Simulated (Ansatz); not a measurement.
# NH₃ (triplet): wave-function methods side by side at distance H1–H2 along a hydrogen transfer = 0.693 Å, 6-31G

Aim: climb from Hartree-Fock through coupled cluster and multireference methods for NH₃ (triplet) at one geometry and basis, and see what each rung misses.

Method: 6-31G, core rule «outside noble gas», up to 1 orbitals frozen; program: Ansatz 0.2.0, Gaussian basis.

To be run: UHF; CCSD(T) on ROHF; CCSD(T) on UHF; BCCD(T) on ROHF; CISD; CCSDT(Q) on ROHF; CCSDT(Q) on UHF; CISDTQ; CCSDTQ on ROHF; CCSDTQ on UHF; CASSCF and MRCISD+Q, 4 electrons in 4 orbitals; CASSCF and NEVPT2, 4 electrons in 4 orbitals; CASSCF and MRCISD+Q, 8 electrons in 7 orbitals; CASSCF and NEVPT2, 8 electrons in 7 orbitals; Full CI.

7 further runs of the same task are left out: 5 that didn't finish, 2 set aside as unsound or not needed.

### 1 What is computed

The geometry derives from fragments relaxed apart (PBE0/def2-TZVP) and kept rigid, so it is no stationary point. A hydrogen atom is moved between rigid fragments.

4 atoms, charge 0, spin multiplicity 3.

Atoms are counted from 1 here; the program's logs count them from 0.

Bond lengths: H1–H2 0.693 Å, N3–H4 1.040 Å.

### 2 UHF

in.yaml

```yaml
crystal:
  periodic: [false, false, false]
  atoms:
    - {symbol: H, position_ang: [-1.837835, 0.059434, 0.000000]}
    - {symbol: H, position_ang: [-1.144835, 0.059434, 0.000000]}
    - {symbol: N, position_ang: [0.182165, 0.059434, 0.000000]}
    - {symbol: H, position_ang: [0.451246, -0.944792, 0.000000]}
basis:
  gaussian: {orbitals: 6-31G}
magnetization: {spin_polarized: true, initial_magnetization: 2}
hamiltonian: {xc: hf}
output: {orbitals: {seedname: orbitals}}
```

Launch:

```bash
$ ansatz run in.yaml --threads 1 --pin off --events-out ev --progress --plain --max-ram 2393MiB
```

After this run come: CCSD(T) on ROHF; CCSD(T) on UHF; BCCD(T) on ROHF; CISD; CCSDT(Q) on ROHF; CCSDT(Q) on UHF; CISDTQ; CCSDTQ on ROHF; CCSDTQ on UHF; CASSCF and MRCISD+Q, 4 electrons in 4 orbitals; CASSCF and NEVPT2, 4 electrons in 4 orbitals; CASSCF and MRCISD+Q, 8 electrons in 7 orbitals; CASSCF and NEVPT2, 8 electrons in 7 orbitals; Full CI.

Before running them: what should the planned runs give, taken together? Wanted: FCI below the RHF energy; RMP2 from FCI; UMP2 from FCI; RCCSD from FCI; RCCSD(T) from FCI; UCCSD(T) from FCI; RCCSDT(Q) from FCI; UCCSDT(Q) from FCI; NEVPT2 pair from FCI.

As calculated:

| quantity | value |
| --- | --- |
| FCI below the RHF energy | -2.9322 eV |
| RMP2 from FCI | +610.4 meV |
| UMP2 from FCI | +567.4 meV |
| RCCSD from FCI | +37.3 meV |
| RCCSD(T) from FCI | +9.6 meV |
| UCCSD(T) from FCI | +9.1 meV |
| RCCSDT(Q) from FCI | +0.4 meV |
| UCCSDT(Q) from FCI | -0.5 meV |
| NEVPT2 pair from FCI | +496.0 meV |
| MRCISD+Q pair from FCI | +3.0 meV |
| NEVPT2 valence from FCI | +361.3 meV |
| levels within 1 kcal/mol (43 meV) | RCCSD, UCCSD, RCCSD(T), UCCSD(T), BCCD(T), RCCSDT, UCCSDT, CISDTQ, RCCSDT(Q), UCCSDT(Q), RCCSDTQ, UCCSDTQ, MRCISD+Q pair, MRCISD+Q valence |
| T1 diagnostic | 0.028 |
| effectively unpaired electrons | 2.02 |

**Reading.** RCCSD(T) lands +9.6 meV from the yardstick (0.3 % of the correlation energy). One determinant dominates. Of the multireference levels listed MRCISD+Q pair comes nearest in total energy (+3.0 meV), which doesn't show that its space is the better one. These misses are within one basis, not against nature; the frozen cores of restricted and unrestricted runs differ, which can shift their rows.
